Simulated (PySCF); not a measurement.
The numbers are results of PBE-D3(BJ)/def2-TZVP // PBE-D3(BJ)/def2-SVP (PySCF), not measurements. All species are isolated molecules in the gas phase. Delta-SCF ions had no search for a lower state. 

Reference species (SMILES): `O` (neutral, multiplicity 1).

| Item | Result |
|---|---|
| vertical ionisation energy (Delta-SCF) | 12.65 eV |
| dipole moment | 2.07 D |

Changed species: `COC` (free base O(CH3)2; the reference has free base H2O).

Question: Give the shifts of the vertical ionisation energy (Delta-SCF) and dipole moment.

Answer: the vertical ionisation energy (Delta-SCF) falls by 2.93 eV, to 9.72 eV; the dipole moment decreases by 0.97 D, to 1.10 D.
